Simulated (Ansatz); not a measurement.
Crystal: Ce, fcc type, 1 atom in the cell.

These are results of r²SCAN, plane waves, all-electron PAW datasets generated for the crystal, point nucleus in Ansatz, not measurements.

Cutoff 260 eV; k-mesh 12×12×12 Γ-centred; Fermi–Dirac smearing of 0.1 eV; no spin polarisation; no spin–orbit coupling.

The fit to the energies gives V₀ = 25.522 Å³/atom (a₀ = 4.674 Å), B₀ = 42.2 GPa, B₀′ = 4.84.

Task: What pressure does the program print at V = 27.595 Å³/atom, and how far above the lowest computed point (V = 25.207 Å³/atom) does the energy lie?

Result: -2.73 GPa and 18.51 meV/atom. All points:

| V (Å³/atom) | a (Å) | E − E(min) (meV/atom) | P (GPa) |
| --- | --- | --- | --- |
| 24.411 | 4.6048 | 6.42 | 2.09 |
| 25.207 | 4.6544 | 0.00 | 0.54 |
| 26.003 | 4.7028 | 0.63 | -0.75 |
| 26.799 | 4.7504 | 7.12 | -1.83 |
| 27.595 | 4.7969 | 18.51 | -2.73 |

The stress includes the program's correction for the finite plane-wave basis.

The k-mesh is modest, so these values aren't fully converged in k. The open f shell is treated without spin here, so this is a model state and not the ground state. With an open f shell the self-consistent state may not be the lowest one.
